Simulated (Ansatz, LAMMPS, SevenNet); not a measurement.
## Antifluorite Mg2Si, bulk modulus B0

Reference value: 55 GPa (measured, temperature not stated, no zero-point or thermal correction, sources range from 47.0 to 55.0; as tabulated in Råsander and Moram (2015), arXiv:1505.02379).

Q: What do MEAM AlSiMgCuFe.meam, SevenNet-l3i5, LDA, PBE, PBEsol, HSE06, PBE0 give, and how far is each from the reference?

A: 
```tsv
level (code)	value (GPa)	cell (Å³/atom)	difference (%)
MEAM AlSiMgCuFe.meam (LAMMPS)	47.8	23.05	-13.1
SevenNet-l3i5 (SevenNet)	57.3	21.44	+4.2
LDA (Ansatz)	59.0	20.44	+7.3
PBE (Ansatz)	54.0	21.49	-1.8
PBEsol (Ansatz)	56.0	21.10	+1.8
HSE06 (Ansatz)	58.0	21.21	+5.5
PBE0 (Ansatz)	58.6	21.17	+6.5
```

Leaving aside MEAM AlSiMgCuFe.meam, which can be fitted to such values or carry a doubt: The reference's temperature isn't stated, so close values are not ranked against it.

The reference has no zero-point or thermal correction, while the calculations are for a static lattice, so the differences are not the levels' errors alone. A static lattice is as a rule stiffer than a warm one, by over a tenth in soft solids.  MEAM AlSiMgCuFe.meam: the potential file covers more elements than this solid holds. Each level is taken at its own relaxed cell. Cutoffs and k meshes differ between the levels. Ansatz's density-functional and Hartree–Fock values are scalar-relativistic unless marked +SOC, with PAW data made under PBE.

Empirical potentials (MEAM AlSiMgCuFe.meam) are fitted to chosen data, which need not cover the solid at hand: agreement can be built in, and what lay outside the fit can be far off. Machine-learned potentials (SevenNet-l3i5) are trained on DFT data, which may include these solids.

Differences are worked out from the printed values.

Ansatz is a first-principles code.
